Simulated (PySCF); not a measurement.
# Stationary points of P(OH)₂

These are results of PySCF, PBE0, basis P def2-TZVP, O def2-TZVP, H def2-TZVP (no relativity, density fitting), not measurements.

Relaxations began from a few typed shapes; open shells are unrestricted. The search is not exhaustive: other isomers or separated fragments can lie lower, and high-lying points may rest on an excited occupation.

Q: Order these stationary points by electronic energy, lowest first, in kJ/mol from the lowest minimum.
A. doublet C2: O–H 0.965 Å (×2), P–O 1.637 Å (×2); H–O–P 114.2° (×2), O–P–O 103.0°
B. doublet C2h: O–H 0.969 Å (×2), P–O 1.687 Å (×2); H–O–P 118.6° (×2), O–P–O 180.0°

A: A (0.0), B (235.9).

Q: Which of them are minima?

A: By energy in kJ/mol, 0.0: minimum; 235.9: saddle point, 2 imaginary modes.
